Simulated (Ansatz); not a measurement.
We consider bcc Ta, described by r²SCAN+SOC (PAW; Ansatz, a first-principles code).

Numerical settings: plane-wave cutoff 560 eV, 24×24×24 k mesh, Fermi–Dirac smearing 0.05 eV, PAW data made under PBE.

A third-order Birch–Murnaghan fit to the energies gives V0 = 18.045 Å³/atom, B0 = 200 GPa, B′ = 3.8.

| V (Å³/atom) | P (GPa) |
|---|---|
| 16.961 | 13.94 |
| 17.322 | ? |
| 17.683 | ? |
| 18.044 | 0.01 |
| 18.404 | -3.81 |
| 18.765 | ? |
| 19.126 | -10.45 |

### Question
Estimate the withheld pressures from this fit; the answers are the runs' own values.

### Answer

- 17.322, P (GPa): 8.84
- 17.683, P (GPa): 4.21
- 18.765, P (GPa): -7.28

The formula P = (3/2) B0 (x^(7/3) − x^(5/3)) [1 + (3/4)(B′ − 4)(x^(2/3) − 1)] with x = V0/V meets the computed pressures within 0.04 GPa when these rounded values are put in.

Measured, for comparison: bulk modulus 198 GPa (corrected for temperature and zero-point phonon effects, sources range from 194 to 203; as tabulated in Levämäki et al. (2014), arXiv:1402.3671); equilibrium volume per atom 17.95 Å³/atom (static lattice: zero-point anharmonic expansion removed; as tabulated in Mejia-Rodriguez and Trickey (2018), arXiv:1807.09216). Computed less measured: bulk modulus +1.0 % (inside the range of the sources held), equilibrium volume per atom +0.5 %.
